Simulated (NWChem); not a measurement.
# Correlation energy of hydrogen isocyanide (CHN)

```xyz
3

C      0.0000     0.0000     0.7490
N      0.0000     0.0000    -0.4352
H      0.0000     0.0000    -1.4477
```
Charge 0, spin multiplicity 1.

The numbers come from NWChem runs, not from measurements. All single points use one geometry, from PBE/def2-SVP, a minimum by its harmonic frequencies.

Basis set: def2-TZVP. Each correlation energy counts from its own Hartree-Fock reference.

The correlated methods keep 2 core orbitals frozen. No row is a measurement; the coupled-cluster row has its own basis-set and correlation limits.

**Question.** For the correlation energy, MP2 gives -331.2 mHa and CCSD gives -340.5 mHa. What do SCS-MP2, CR-CCSD[T], CCSD(T) give?

**Answer.** SCS-MP2: -327.3 mHa; CR-CCSD[T]: -355.5 mHa; CCSD(T): -358.0 mHa.
